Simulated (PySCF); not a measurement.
- shielding tensors at PBE0/pcSseg-1 (GIAO)
- GFN2-xTB structure
- program: PySCF 2.14.0 with density-fitted response routines
- equivalent nuclei averaged, relativity neglected, gas phase, one computed conformer

References, each an isolated molecule treated in the same way: 1H (31.72 ppm), 13C (186.93 ppm) vs TMS. Shifts are as computed. Against solution values, carbons near 30 ppm lie about +3 ppm off and those near 130 ppm about +5 ppm. Of 1211 compounds with measured shifts, 218 miss one by over three times the rms of a fit or turn the order of signals round; such compounds aren't used in these exercises.

**Question.** Order these molecules by the shift of their most shielded carbon-bound hydrogen, lowest δ first.
A. CC[C@H]1C[P@](C)(=O)C1
B. CCF
C. C=C[SiH](C=C)C=C
D. C=CC[SiH2]C#CC

**Answer.** A (0.95 ppm, hydrogen on a methyl carbon), B (1.36 ppm, hydrogen on a methyl carbon), D (1.80 ppm, hydrogen on an allylic sp3 CH2 bonded to Si), C (6.16 ppm, hydrogen on a terminal =CH2 carbon).

**Question.** Order these molecules by the shift of their most shielded carbon, lowest δ first.
A. C=CC[SiH2]C#CC
B. CCF
C. C=C[SiH](C=C)C=C

**Answer.** A (6.1 ppm, propargylic methyl carbon), B (18.8 ppm, methyl carbon), C (140.5 ppm, alkene CH).

**Question.** How many 13C and 1H signals does each give (equivalence by symmetry and fast rotation, but not about amide C–N or C=N bonds)? `CCF`, `C=CC[SiH2]C#CC`, `C=C[SiH](C=C)C=C`, `CC[C@H]1C[P@](C)(=O)C1`

**Answer.** CCF: 2 C, 2 H; C=CC[SiH2]C#CC: 6 C, 6 H; C=C[SiH](C=C)C=C: 2 C, 4 H; CC[C@H]1C[P@](C)(=O)C1: 5 C, 6 H.
